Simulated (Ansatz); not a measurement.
Working through a relaxed scan of one distance of H₅Si₂, SMILES [SiH2][SiH3]

Program: Ansatz 0.2.0 through its Python package.

Notebook, run cell by cell (the value of a cell's last expression is shown):

```python
from dataclasses import dataclass

import ansatz as az
import numpy as np
```

```python
@dataclass(frozen=True)
class Options:
    basis_set: str = 'def2-SVP'
    functional: str = 'pbe0'
```

```python
settings = Options()
```

```python
geometry_ang = [
    ('Si', (-0.1518, -1.4123, -0.2125)),
    ('Si', (0.3437, 0.8553, -0.0729)),
    ('H', (-0.0597, -2.0598, 1.0674)),
    ('H', (-1.5319, -1.5416, -0.6818)),
    ('H', (0.1938, 1.5086, -1.4148)),
    ('H', (-0.524, 1.5708, 0.9101)),
    ('H', (1.7911, 1.011, 0.3589)),
]
h5si2 = az.Crystal.molecule()
for symbol, xyz in geometry_ang:
    h5si2 = h5si2.atom(symbol, xyz)
```

```python
calculation = (
    h5si2.calculation()
    .basis(gaussian=settings.basis_set)
    .functional(settings.functional)
    .spin('collinear', total=1)
)
symbols = [site.symbol for site in h5si2.cartesian_sites]
pairs = [(0, 1), (0, 2), (0, 3), (1, 4), (1, 5), (1, 6)]
print('held (A)   E (eV)        ', '  '.join(f'{symbols[i]}{i}-{symbols[j]}{j}' for i, j in pairs))
for length in [1.35, 1.46, 1.58, 1.76, 1.98]:
    data = calculation.relax(constraints=[az.DistanceConstraint((0, 3), at=length)], force_tolerance=0.02, max_steps=60).run().report
    xyz = np.array(data['positions_ang'])
    print(f'{length:6.2f} {data["free_energy_ev"]:14.5f}  ', '  '.join(f'{np.linalg.norm(xyz[i] - xyz[j]):.3f}' for i, j in pairs))
```

    held (A)   E (eV)         Si0-Si1  Si0-H2  Si0-H3  Si1-H4  Si1-H5  Si1-H6
    DeckWarning: relax.constraints: the input's atoms, or those drawn, lie off the distances that are held; a relaxation that starts there is brought onto them ahead of its first SCF, by positions alone, an atom by 5.67e-2 Å at the most. With the symmetry [...]
      1.35   -15822.99659   2.330  1.496  1.350  1.495  1.498  1.495
      1.46   -15823.21802   2.333  1.497  1.460  1.495  1.498  1.495
      1.58   -15823.17558   2.335  1.496  1.580  1.494  1.498  1.495
      1.76   -15822.80784   2.337  1.498  1.760  1.494  1.498  1.495
      1.98   -15822.15150   2.340  1.500  1.980  1.493  1.497  1.495

What to keep in mind:
- Total energies depend on the basis set; only differences at equal settings carry meaning.
- Warnings are shown shortened and without file and line.
- The energies are electronic: no zero-point or thermal terms, and the basis set is short of its limit.
- The species is open-shell (spin multiplicity 2).
- Finished in 74 s on 1 thread of Arm Neoverse V1 (shared host), peak memory 0.22 GiB.
